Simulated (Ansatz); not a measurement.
Ansatz (a program for electronic structure) input (B3LYP-D3(BJ)/def2-TZVP):

Ansatz 0.2 input:
```yaml
crystal:
  periodic: [false, false, false]
  atoms:
    - {symbol: C, position_ang: [0.78102382, 1.77744296, -0.06447217]}
    - {symbol: C, position_ang: [0.85471422, 0.25371504, -0.12852133]}
    - {symbol: C, position_ang: [-0.57528208, -0.28424571, -0.05574581]}
    - {symbol: C, position_ang: [-0.60765664, -1.81173718, -0.05379256]}
    - {symbol: H, position_ang: [1.78690123, 2.21432001, -0.00837803]}
    - {symbol: H, position_ang: [-1.63137848, -2.20571742, -0.05815589]}
    - {symbol: H, position_ang: [0.20028472, 2.21904303, 0.79493737]}
    - {symbol: H, position_ang: [0.30683209, 2.17867239, -0.97304551]}
    - {symbol: H, position_ang: [-0.09899615, -2.19553001, 0.83103491]}
    - {symbol: H, position_ang: [-0.08437732, -2.19284124, -0.93000100]}
    - {symbol: H, position_ang: [1.35489238, -0.06845718, 0.83706824]}
    - {symbol: H, position_ang: [-1.13632776, 0.06980788, -0.93819155]}
    - {symbol: H, position_ang: [-1.18160687, 0.06132629, 0.83382107]}
basis:
  gaussian:
    orbitals: def2-TZVP
hamiltonian:
  xc: b3lyp
  dispersion: d3bj
total_charge: -1
relax: {f_tol: 0.002, max_steps: 150}
```

End of the output:

```
Total energy: -4295.38130321 eV, -157.8523513790 hartree
Atom 0 at     0.788871     1.784350    -0.067174 Å, force     0.000044    -0.000513     0.000746 eV/Å
Atom 1 at     0.825156     0.272485    -0.084225 Å, force    -0.000937    -0.000783    -0.000612 eV/Å
Atom 2 at    -0.568715    -0.291210    -0.050385 Å, force    -0.001396     0.001613     0.000395 eV/Å
Atom 3 at    -0.611184    -1.821881    -0.058763 Å, force     0.000352    -0.000659     0.000293 eV/Å
Atom 4 at     1.793245     2.219892     0.023481 Å, force     0.000244     0.000284     0.000022 eV/Å
Atom 5 at    -1.636602    -2.216695    -0.017615 Å, force     0.000711     0.000438    -0.000155 eV/Å
Atom 6 at     0.174232     2.256566     0.759356 Å, force    -0.000153     0.000346    -0.000040 eV/Å
Atom 7 at     0.357764     2.196145    -0.994535 Å, force     0.000113     0.000010    -0.000353 eV/Å
Atom 8 at    -0.068011    -2.220774     0.805496 Å, force    -0.000057    -0.000307     0.000176 eV/Å
Atom 9 at    -0.112672    -2.204647    -0.954420 Å, force    -0.000423     0.000063    -0.000109 eV/Å
Atom 10 at     1.362143    -0.075871     0.817810 Å, force    -0.000150     0.000294    -0.000414 eV/Å
Atom 11 at    -1.136763     0.070965    -0.923656 Å, force     0.001302    -0.000194     0.000008 eV/Å
Atom 12 at    -1.198442     0.046472     0.831188 Å, force     0.000350    -0.000594     0.000044 eV/Å
Dipole moment:    -0.429801    -0.222537     0.107399 e Å
```

It need not be the lowest isomer of its formula. Whether it binds its extra electron was not tested at this geometry.
